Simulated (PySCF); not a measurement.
## Spin states of Al2

Unrestricted PBE0; PySCF, no relativity, basis sets Al def2-SVPD. Outer shells of the fragments: Al 3s2 3p1; Al 3s2 3p1.

Followed along the bond (rough minima from three points):

```csv
2Ms+1,unpaired,⟨S²⟩ at the start,R at minimum (Å),Te (eV)
3,"σ ↑, π ↑",2.01,2.74,0.00
3,π ↑↑,2.01,2.49,0.06
1,"σ ↓, π ↑",1.03,2.72,0.10
1,π ↑↓,1.01,2.50,0.23
1,none,0.00,2.54,0.81
```

Solutions found at the starting distance of 2.390 Å, counted from the lowest of them; the search is not exhaustive and high or unbound solutions are not listed, so other states can lie among these:

```tsv
2Ms+1	unpaired	term	E (eV)	⟨S²⟩	⟨Lz²⟩
3	π ↑↑	³Σ⁻	0.00	2.01	0.00
1	π ↑↓	mixed	0.18	1.01	2.02
3	σ ↑, π ↑	³Π	0.24	2.01	1.01
1	σ ↓, π ↑	mixed	0.32	1.03	1.01
1	none	mixed	0.79	0.00	2.00
3	σ ↑↑, π ↑↓	mixed	2.04	3.01	2.02
3	π ↑↑	mixed	2.29	2.01	2.02
1	σ ↓↓, π ↑↑	mixed	2.31	2.01	0.00
3	σ ↑, π ↑	³Π	2.83	2.03	1.01
1	σ ↓, π ↑	mixed	3.16	1.04	1.00
```

A term symbol is given only where ⟨S²⟩ and ⟨Lz²⟩ are close to those of a pure state; the other rows mix spins, or terms through real π, δ and φ orbitals, and g/u labels are left off.

Problem. Compare the gap between the two lowest followed solutions at the starting distance with the gap between their minima.

Solution. At PBE0 the second solution (triplet, unpaired electrons π ↑↑) lies -0.24 eV from the first (triplet, unpaired electrons σ ↑, π ↑) at 2.390 Å and +0.06 eV at the minima; the two curves relax by different amounts, since their minima lie near 2.49 and 2.74 Å.

Counting both spins, an empty level lies below a filled one in some of these solutions, because spin and occupation are held.
